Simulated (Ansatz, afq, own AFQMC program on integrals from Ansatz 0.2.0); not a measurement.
Integrals from Ansatz 0.2.0, then the random walk in our own AFQMC program (afq).

```yaml
crystal:
  periodic: [false, false, false]
  atoms:
    - {symbol: N, position_ang: [0.000000, 0.000000, 0.000000]}
    - {symbol: P, position_ang: [0.000000, 0.000000, 1.479400]}
basis:
  gaussian: {orbitals: 6-31G}
magnetization: {spin_polarized: false}
correlation: {method: ccsd_t, electrons: outside_noble_gas, hamiltonian_folder: ham}
```

```sh
$ ansatz run in.yaml --threads 1 --pin off --events-out ev --progress --plain --max-ram 16896MiB --backend cuda --devices 0, --max-vram 18GiB
```

Options of the walk:

```
--method phaseless --trial cisd --walkers 4000 --populations 20 --least-time 60 --time-step 0.005 --steps-per-block 50 --equilibration-blocks 28 --max-blocks 4000 --target-error 0.00019 --factor-cut 1e-05 --seed 3431 --release-times 0.24,0.51,0.99,1.62,2.4 --release-step 0.03 --release-every 3 --taylor-order 6
```

Times are imaginary, in 1/Eh. The walk had a cap of 122 s. With eight or more populations the least sampling time is a fifth of least-time, and the error comes from their spread.

Log:

```
orbitals 16  electrons 5 5  factors 92 of 272
reference energy -395.04063033 Eh
CCSD correlation -0.20047905 Eh in 10 cycles, weight of the determinant in the CISD state 0.8837
energy of the start -395.241103 Eh
 block  time / (1/Eh)  mean weight  energy / Eh
     1     0.250  1.0001  -395.238153
     2     0.500  1.0001  -395.240227
     3     0.750  1.0001  -395.242863
     4     1.000  1.0000  -395.245445
     5     1.250  1.0000  -395.246466
     8     2.000  1.0000  -395.247532
    13     3.250  1.0001  -395.251353
    31     7.750  1.0002  -395.249452
    49    12.250  1.0001  -395.251144
    67    16.750  0.9999  -395.250882
    85    21.250  1.0000  -395.250747
   103    25.750  1.0000  -395.248545
   121    30.250  0.9999  -395.251248
   139    34.750  0.9999  -395.250148
   157    39.250  1.0001  -395.251038
   175    43.750  0.9999  -395.247354
   193    48.250  1.0002  -395.251983
   199    49.750  1.0001  -395.252855
   211    52.750  0.9999  -395.249380
   229    57.250  0.9997  -395.250417
   247    61.750  1.0001  -395.249451
   265    66.250  0.9998  -395.251464
error from the spread of 20 populations
released: time / (1/Eh)  energy / Eh  error  mean overlap
  0.24  -395.250904  0.000156  1.0006
  0.51  -395.251136  0.000119  1.0007
  0.99  -395.251385  0.000090  0.9999
  1.62  -395.251520  0.000065  0.9992
  2.40  -395.251584  0.000075  0.9998
energy -395.250529 +/- 0.000190 Eh
(rows thinned)
```

The run passed its tests (sampling time, drift between the halves within three errors, error under three times the target), which doesn't prove that it has relaxed.

Against this walk (error 5.2 meV) on the same determinant: CCSD(T) 37.2 meV higher, CCSDT(Q) 33.0 meV lower, CCSDTQ 18.2 meV lower, full CI 27.8 meV lower. The error is statistical and leaves out the bias of the constraint. The released energies are still falling (meV from the phaseless value at times in 1/Eh: -10 ± 4 at 0.24, -16 ± 3 at 0.51, -23.3 ± 2.4 at 0.99, -27.0 ± 1.8 at 1.62, -28.7 ± 2.1 at 2.40), so they give no level; they do show a bias of the constraint, and the last of them that isn't too noisy lies 1 meV below full CI. Full CI is exact here, so the walk's 28 meV above it is the walk's own error: the bias of the constraint with this trial.

Cautions: constraint bias not in the error; restricted determinant unstable towards unrestricted (UHF 387 meV lower, ⟨S²⟩ 0.77); CCSD(T) is in doubt: in a space of 8 electrons in 8 natural orbitals full CI lies 85 meV below it.

The walk took 94 s on 1 × NVIDIA H100 80GB HBM3 with 2 threads of AMD EPYC 7R13 Processor (Zen 3), on a shared host (the card was shared). The log's last line is the phaseless energy.

CCSDT and higher add their correlation energy to the determinant of the CCSD(T) run, since their own runs factorise the integrals more tightly (a shift of under 2 meV). A walk keeps the symmetry of its determinant, which the program's search chose and which needn't be the lowest solution, so a lower state of the same spin and another symmetry isn't excluded.
